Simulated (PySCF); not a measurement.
We consider rock-salt KBr, described by MP2 in PySCF (GTH pseudopotentials, Gaussian basis, DZ basis).

The same calculation (at the measured cell, 35.908 Å³/atom) with different numerical settings:

```
run  k mesh  correlation energy (eV/atom)  total energy (eV/atom)   rough time
---  ------  ----------------------------  ----------------------  -----------
1     2×2×2                       -2.3254               -565.2711    50 core-s
2     3×3×3                       -2.3806               -565.1628   2 core-min
3     4×4×4                       -2.3928               -565.1267  40 core-min
```

In the column total energy (eV/atom) the first row differs from the last by -0.1444 and the next to last by -0.0361.

The last row is no converged limit: other settings stay fixed.
